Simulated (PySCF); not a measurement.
How good is the calculation?

Numbering as in the mapped SMILES `[O:1]=[CH:2][F:3]`. Each H is labelled by its parent atom.

Published values to compare with: δ $^{19}$F F3 41.0 ppm (measured; solution; E. Pretsch, P. Bühlmann, M. Badertscher, Structure Determination of Organic Compounds, 4th ed., Springer 2009).
σ $^{13}$C C2 41.2; σ $^{19}$F F3 164.9; σ $^{1}$H H(C2) 24.00; σ $^{17}$O O1 -94.7 ppm (CCSD(T)/cc-pCVQZ; gas (isolated, no vibration); M. Glasbrenner, PhD thesis, LMU Munich (RPA NMR shieldings paper, SI)).
σ $^{13}$C C2 39.6; σ $^{19}$F F3 165.3; σ $^{1}$H H(C2) 23.90; σ $^{17}$O O1 -94.3 ppm (CCSD(T)/aug-cc-pCV[TQ]Z extrapolated; gas (isolated, no vibration); Teale, Lutnaes, Helgaker, Tozer, Gauss, JCP 2013, 138, 024111, as tabulated in M. Glasbrenner, PhD thesis, LMU Munich (SI Table 24)). Coupling constants: $^{1}J$(C2,H(C2)) 267.0 Hz.

- shieldings: GIAO PBE0/pcSseg-1
- J couplings at B3LYP/pcJ-1
- structure optimised with GFN2-xTB
- program: PySCF 2.14
- no relativistic terms, in vacuum, one computed conformer

(1) How close does the calculation come?

(2) How far are the unscaled $^{13}$C shieldings from the references?

(3) How far are the unscaled $^{19}$F shieldings from the references?

(4) How far are the unscaled $^{1}$H shieldings from the references?

(5) How far are the unscaled $^{17}$O shieldings from the references?

Results:

(1) 
Reference values: measured (solution; E. Pretsch, P. Bühlmann, M. Badertscher, Structure Determination of Organic Compounds, 4th ed., Springer 2009).
```json
{"atoms": "F3", "quantity": "δ $^{19}$F vs CFCl3", "reference": "41.0", "computed": "61.1", "computed, scaled": "47.0"}
```

Reference values: CCSD(T)/cc-pCVQZ (gas (isolated, no vibration); M. Glasbrenner, PhD thesis, LMU Munich (RPA NMR shieldings paper, SI)).
| atoms | quantity | reference | computed |
| --- | --- | --- | --- |
| C2 | σ $^{13}$C | 41.2 | 29.5 |
| F3 | σ $^{19}$F | 164.9 | 109.8 |
| H(C2) | σ $^{1}$H | 24.00 | 23.82 |
| O1 | σ $^{17}$O | -94.7 | -132.6 |

Reference values: CCSD(T)/aug-cc-pCV[TQ]Z extrapolated (gas (isolated, no vibration); Teale, Lutnaes, Helgaker, Tozer, Gauss, JCP 2013, 138, 024111, as tabulated in M. Glasbrenner, PhD thesis, LMU Munich (SI Table 24)).
| atoms | quantity | reference | computed |
| --- | --- | --- | --- |
| C2 | σ $^{13}$C | 39.6 | 29.5 |
| F3 | σ $^{19}$F | 165.3 | 109.8 |
| H(C2) | σ $^{1}$H | 23.90 | 23.82 |
| O1 | σ $^{17}$O | -94.3 | -132.6 |

Absolute shieldings are compared as such; zero-point and thermal motion, absent here, lowers them by some tenths of a ppm for H, a few ppm for C and up to about 10 ppm for F.

Computed shifts are σ(ref) − σ with the named reference compound (TMS for H and C) calculated as an isolated molecule at the same level. The measured values may be among those fitted. Shieldings were converted by a linear fit to measured shifts: $^{19}$F: δ = 146.13 − 0.903σ +14.6 on sp3 carbon (rms 6.0 ppm, 223 shifts, 7.0 ppm with the 5 outliers that the fit left out vs CFCl3, solution or neat liquid). A few per cent of atoms miss by over 2 rms, more outside the fitted compound classes.

Coupling constants in Hz:
| coupling | reference | computed | source |
| --- | --- | --- | --- |
| $^{1}J$(C2,H(C2)) | 267.0 | 265.2 | measured; liquid or solution (compiled); San Fabian, Garcia de la Vega, Suardiaz et al., Magn. Reson. Chem. 2013, 51, 775 (SI) |

(2) Mean signed difference -10.90 ppm, mean absolute 10.90 ppm over 2 comparisons; the largest is -11.7 ppm at C2 (carbonyl carbon).

(3) Mean signed difference -55.30 ppm, mean absolute 55.30 ppm over 2 comparisons; the largest is -55.5 ppm at F3 (fluorine bonded to C).

(4) Mean signed difference -0.13 ppm, mean absolute 0.13 ppm over 2 comparisons; the largest is -0.18 ppm at H(C2) (hydrogen on a carbonyl carbon).

(5) Mean signed difference -38.10 ppm, mean absolute 38.10 ppm over 2 comparisons; the largest is -38.3 ppm at O1 (carbonyl oxygen).

10 of the 34 published NMR values on file for this molecule are compared. The rest: other calculations.
